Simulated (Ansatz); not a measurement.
in.yaml

```yaml
crystal:
  periodic: [false, false, false]
  atoms:
    - {symbol: Ge, position_ang: [0.000000, 0.000000, 0.000000]}
    - {symbol: H, position_ang: [0.561303, 1.033925, 1.032591]}
    - {symbol: H, position_ang: [-0.569863, -1.029690, 1.032135]}
    - {symbol: H, position_ang: [-0.559224, 1.030817, -1.036818]}
    - {symbol: H, position_ang: [0.567783, -1.035053, -1.027908]}
basis:
  gaussian: {orbitals: def2-mTZVP, point_charges: [{charge: -0.50, position_ang: [5.288, -0.252, -0.911]}]}
total_charge: 1
magnetization: {spin_polarized: true, initial_magnetization: 1}
hamiltonian: {pseudopotentials: {relativity: none}}
correlation: {method: mp2, electrons: outside_noble_gas}
```

```sh
$ ansatz run in.yaml --threads 1 --pin off --events-out ev --progress --plain --max-ram 2393MiB
```

(1) Roughly how long does this take on 1 thread of Intel Xeon Platinum 8259CL, shared host, and how much host memory?

```
486 factors; integrals over basis functions are off by at most 4.4e-4 eV
mean field evaluation 1: about -56525.6431 eV, gradient 6.6e0 eV
mean field evaluation 2: about -56525.6429 eV, gradient 6.6e0 eV
mean field evaluation 4: about -56526.1951 eV, gradient 1.5e0 eV
mean field evaluation 8: about -56526.2295 eV, gradient 4.6e-3 eV
mean field evaluation 16: about -56526.0026 eV, gradient 1.6e0 eV
mean field -56526.22952375 eV, -2077.3006201433 hartree, gradient 1.5e-6 eV, S^2 0.794968; 4 other end points of the search recorded, 0 dependent functions left out
14 core orbitals not correlated: weight in the atoms' cores, before any rotation towards them, 0.999 or more for the frozen orbitals, at most 0.001 for the correlated occupied ones
reference -56526.22952375 eV, -2077.3006201433 hartree; 4, 3 occupied and 30, 31 virtual orbitals, 486 factors
second order -2.21879476 eV of doubles, -0.00000000 eV of singles
Total energy: -56528.44831851 eV, -2077.3821593470 hartree
```

## Answers

(1) 1 s wall and 0.11 GiB.
